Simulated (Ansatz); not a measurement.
Input file:

```yaml
crystal:
  periodic: [false, false, false]
  atoms:
    - {symbol: Ge, position_ang: [0.000000, 0.000000, 6.393761]}
    - {symbol: Mg, position_ang: [0.000000, 0.000000, -2.348239]}
    - {symbol: H, position_ang: [0.000000, 0.000000, -4.045521]}
basis:
  gaussian: {orbitals: 6-31G, point_charges: [{charge: 1.00, position_ang: [2.775, -0.892, -0.888]}]}
magnetization: {spin_polarized: false, initial_magnetization: 3}
hamiltonian: {pseudopotentials: {relativity: none}}
correlation: {method: fic_mrcisd_q_relaxed, electrons: outside_noble_gas, active_space: {window: {electrons: 5, orbitals: 8}}}
scf: {lower_state_search: off}
```

```sh
$ ansatz run in.yaml --threads 1 --pin off --events-out ev --progress --plain --max-ram 2393MiB
```

The program prints:

```
these checks for a lower state are left out or cut short: stability, starts, cluster_reference, orbital_swaps, neighbouring_geometries, increment
414 factors; integrals over basis functions are off by at most 6.2e-4 eV
mean field evaluation 1: about -61908.7333 eV, gradient 4.8e0 eV
mean field evaluation 2: about -61908.7780 eV, gradient 4.8e0 eV
mean field evaluation 4: about -61909.3609 eV, gradient 1.3e0 eV
mean field evaluation 8: about -61909.3744 eV, gradient 7.5e-1 eV
mean field evaluation 16: about -61909.4070 eV, gradient 4.4e-2 eV
mean field evaluation 32: about -61909.4075 eV, gradient 1.2e-2 eV
mean field -61909.40727560 eV, -2275.1287536750 hartree, gradient 2.9e-6 eV, S^2 3.750000; 0 other end points of the search recorded, 0 dependent functions left out
reference -61909.40727560 eV, -2275.1287536750 hartree; 24, 21 occupied and 20, 23 virtual orbitals, 414 factors
state -61910.09935714 eV, -2275.1541872023 hartree
contracted CI cycle   1: correlation -0.00000000 eV, -0.0000000000 hartree, residual 5.32e0 eV
contracted CI cycle   2: correlation -0.69037259 eV, -0.0253707248 hartree, residual 1.38e0 eV
contracted CI cycle   3: correlation -0.71999882 eV, -0.0264594686 hartree, residual 3.59e-1 eV
contracted CI cycle   4: correlation -0.72258285 eV, -0.0265544301 hartree, residual 1.45e-1 eV
contracted CI cycle   5: correlation -0.72296590 eV, -0.0265685067 hartree, residual 6.25e-2 eV
contracted CI cycle   6: correlation -0.72305597 eV, -0.0265718169 hartree, residual 2.57e-2 eV
contracted CI cycle   7: correlation -0.72307083 eV, -0.0265723629 hartree, residual 1.33e-2 eV
contracted CI cycle   8: correlation -0.72307512 eV, -0.0265725207 hartree, residual 5.39e-3 eV
contracted CI cycle   9: correlation -0.72307581 eV, -0.0265725460 hartree, residual 2.60e-3 eV
contracted CI cycle  10: correlation -0.72307597 eV, -0.0265725516 hartree, residual 1.13e-3 eV
state -61910.09935714 eV, -2275.1541872023 hartree; corrected -61910.84306893 eV, -2275.1815181064 hartree
Total energy: -61910.84306893 eV, -2275.1815181064 hartree
Checks for a lower state left out: stability, starts, cluster_reference, orbital_swaps, neighbouring_geometries, increment
```

Ran on 1 thread of AMD EPYC 9B14, shared host: 3.2 s wall, 0.29 GiB peak host memory.
